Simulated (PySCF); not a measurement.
C₂H₅NO, SMILES CC(N)=O. Atoms are numbered in the order given.

```xyz
9

C      0.2893     1.3794     0.0000
C     -0.1540    -0.0811     0.0000
N      0.8767    -0.9898     0.0000
O     -1.3302    -0.4256     0.0000
H      0.9023     1.6109     0.8954
H      0.9023     1.6109    -0.8954
H     -0.6101     2.0189     0.0000
H      0.6419    -1.9824     0.0000
H      1.8570    -0.7148     0.0000
```

Geometry optimised at PBE-D3(BJ)/def2-SVP. The geometry has at least one imaginary mode, so it is a saddle point at that level. One conformer was computed; it need not be the lowest.

Method: PBE0/def2-TZVPD (PySCF).

Gas-phase values at a fixed geometry.

Computed frontier levels, gap, dipole moment and polarisability:
```yaml
highest_occupied_level: -7.41 eV
lowest_empty_level: 0.02 eV
orbital_gap: 7.43 eV
dipole_moment: 3.95 D
quadrupole, principal values (traceless, Buckingham form, about the centre of nuclear charge): -4.48, -1.86, 6.33 D·Å
mean_static_polarisability: 40.0 bohr³ (5.92 Å³)
polarisability_principal_values: 30.5, 43.6, 45.8 bohr³
```
